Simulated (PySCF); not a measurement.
Gas-phase XPS of `[SiH3][SiH2]S`, computed

Species: H₆SSi₂.
Z-matrix (Å and degrees, PBE0-D3(BJ)/def2-SVP geometry), rows numbered from 1:
```
Si
Si  1  2.3422
S   2  2.1573  1  108.87
H   1  1.4962  2  111.83  3   176.57
H   1  1.4967  2  108.42  3    56.54
H   1  1.4941  2  109.42  3   -62.08
H   2  1.4928  1  111.62  3   114.80
H   2  1.4967  1  111.08  3  -123.81
H   3  1.3518  2   94.82  1   -55.77
```

Theory: delta-SCF UKS SCAN, pcX-2 on the ionised atom, pcseg-1 elsewhere, spin-free X2C (PySCF 2.14.0). Vertical ΔSCF values, vacuum level as zero.

Q: List the computed XPS lines with their assignment.

A: 
| atom(s) | environment | level | binding energy (eV) | 2p1/2 (eV) | above the level's lowest (eV) | count |
| --- | --- | --- | --- | --- | --- | --- |
| Si1 | SiH3 silicon | Si 2p3/2 | 106.73 | 107.36 | 0.00 | 1 |
| Si2 | SiH2 silicon | Si 2p3/2 | 107.07 | 107.69 | +0.34 | 1 |
| Si1 | SiH3 silicon | Si 1s | 1846.41 | – | 0.00 | 1 |
| Si2 | SiH2 silicon | Si 1s | 1846.83 | – | +0.42 | 1 |
| S3 | sulfur bonded to Si and H | S 1s | 2477.14 | – | 0.00 | 1 |

The listed Si 1s values span 0.42 eV, from Si1 (bonded to 3 H and Si) to Si2 (bonded to S, 2 H and Si). Summing the Pauling electronegativity differences to the bonded atoms, each weighted by its formal bond order, gives +0.90 for the lowest site and +1.28 for the highest.

Lowest listed Si 2p3/2: Si1, bonded to 3 H and Si. Highest, 0.34 eV above it: Si2, bonded to S, 2 H and Si. Summing the Pauling electronegativity differences to the bonded atoms, each weighted by its formal bond order, gives +0.90 for the lowest site and +1.28 for the highest.

Q: Which photon wavelength matches the S 1s of S3 threshold?

A: λ = hc/E = 12398.42 eV Å / 2477.14 eV = 5.005 Å.

Q: Which effective nuclear charge Zeff reproduces each element's mean 1s value in the hydrogen-like formula E = 13.606 eV × Zeff²?

A: Si (Z = 14): mean 1846.6 eV, Zeff = 11.65, Z − Zeff = 2.35; S (Z = 16): mean 2477.1 eV, Zeff = 13.49, Z − Zeff = 2.51. Means run over the listed sites, weighted by atom count.

Not every level is listed. For 2p shells one spin-free hole was relaxed; a mean-field spin–orbit operator and the ground-state splitting of the three 2p orbitals were then diagonalised within the shell. The shell's mean is (2 × 2p3/2 + 2p1/2)/3, and the degeneracies 2j + 1 give areas of 2:1. 2p1/2 minus 2p3/2 (ligand field included): Si 0.62 eV. One conformer (not necessarily the lowest) at the PBE0-D3(BJ)/def2-SVP geometry, without solvent, vibrations or thermal averaging.
